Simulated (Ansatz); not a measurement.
# HSO2− (SMILES [O-]SO): single points off equilibrium

One table from this session's results is given with a row withheld; the runs are named, their logs left out.

Method: single points in def2-TZVPPD; program: Ansatz 0.2.0, Gaussian basis.

Cores are frozen in the correlated methods.

## The starting structure

SMILES `[O-]SO`, 4 atoms, charge -1, spin multiplicity 1.

Atoms are counted from 1 here; the program's logs count them from 0.

Bond lengths: O1–S2 1.531 Å, S2–O3 1.741 Å, O3–H4 0.991 Å. Angles: O1–S2–O3 104.1°, S2–O3–H4 99.7°.

Geometry (Å):

| atom | x (Å) | y (Å) | z (Å) |
| --- | --- | --- | --- |
| O1 | -1.34188 | 0.81272 | -0.39578 |
| S2 | -0.50507 | 0.30504 | 0.78100 |
| O3 | 0.60518 | -0.82279 | 0.05631 |
| H4 | 1.29692 | -0.19093 | -0.26813 |

Set-up of the first run:

Contents of run/in.yaml:

```yaml
crystal:
  periodic: [false, false, false]
  atoms:
    - {symbol: O, position_ang: [-1.341882, 0.812720, -0.395776]}
    - {symbol: S, position_ang: [-0.505072, 0.305036, 0.780997]}
    - {symbol: O, position_ang: [0.605177, -0.822790, 0.056310]}
    - {symbol: H, position_ang: [1.296918, -0.190927, -0.268133]}
basis:
  gaussian: {orbitals: "def2-TZVPPD.json"}
total_charge: -1
hamiltonian: {xc: pbe, dispersion: d4}
output: {forces: true}
```

The basis file named in the input lies beside it (Basis Set Exchange, JSON).

Run with:

```
> ansatz run in.yaml --threads 2 --pin off --events-out ev --progress --plain --max-ram 3481MiB
```

Steps of the session up to this table: PBE-D4/def2-TZVPPD; r2SCAN-D4/def2-TZVPPD; PBE0-D4/def2-TZVPPD; wB97M-V/def2-TZVPPD; CCSD(T)/def2-TZVPPD.

One table of the session follows, with a row left open; its other results are not shown here.

```
   method  RMS force component (eV/Å)  angle to CCSD(T) forces (°)
   PBE-D4                       0.610                         21.2
r2SCAN-D4                       0.637                         10.4
  PBE0-D4                       0.679                         25.3
  wB97M-V                           ?                            ?
  CCSD(T)                       0.669                    reference
```

Q: Estimate the row for wB97M-V from the others.

As computed: RMS force component (eV/Å): 0.670; angle to CCSD(T) forces (°): 21.5. In the column «RMS force component (eV/Å)» it lies between CCSD(T) (0.669) and PBE0-D4 (0.679).

To keep in mind: The anion's highest level is positive in at least one run, so there the basis alone may hold the extra electron.
